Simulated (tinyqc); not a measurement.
Worked calculation: extended Hueckel theory, for CH3-. The parameters take no account of the charge, which enters only through the electron count, and nothing here shows that the anion is bound. One step of it, computed by the program tinyqc.

Problem. Mulliken analysis. P = C n C^T; charge = valence electrons (H 1, C 4) minus the sum of (P S)_ii on the atom; overlap population = 2 sum P_ij S_ij between two atoms.

coefficients:
```
             MO1        MO2        MO3        MO4        MO5        MO6        MO7
1C 2s   0.761655   0.000030   0.000000   0.056662   0.000819   0.000000   1.345326
1C 2px  0.000015   0.486901   0.000000  -0.000002   1.207457   0.000000  -0.001090
1C 2py  0.000000   0.000000   0.486951   0.000000   0.000000   1.207462   0.000000
1C 2pz  0.006195   0.000004   0.000000   0.996132  -0.000085   0.000000  -0.131695
2H 1s   0.149642   0.537309   0.000000  -0.025868  -1.001667   0.000000  -0.785214
3H 1s   0.149682  -0.268610   0.465285  -0.025860   0.500038  -0.867099  -0.786589
4H 1s   0.149682  -0.268610  -0.465285  -0.025860   0.500038   0.867099  -0.786589
```

occupations: 2.000000  2.000000  2.000000  2.000000  0.000000  0.000000  0.000000

overlap S, lower triangle:
```
           1C 2s     1C 2px     1C 2py     1C 2pz     2H 1s     3H 1s     4H 1s
1C 2s   1.000000
1C 2px  0.000000   1.000000
1C 2py  0.000000   0.000000   1.000000
1C 2pz  0.000000   0.000000   0.000000   1.000000
2H 1s   0.491326   0.489112   0.000000  -0.040909  1.000000
3H 1s   0.491440  -0.244636   0.423616  -0.040923  0.124683  1.000000
4H 1s   0.491440  -0.244636  -0.423616  -0.040923  0.124683  0.124756  1.000000
```

Give: charges; Overlap populations.

Solution.

charges: 1C -1.2054, 2H 0.0684, 3H 0.0685, 4H 0.0685

Overlap populations:
```
pair      value
2-1    0.737056
3-1    0.737172
3-2   -0.060476
4-1    0.737172
4-2   -0.060476
4-3   -0.060514
```
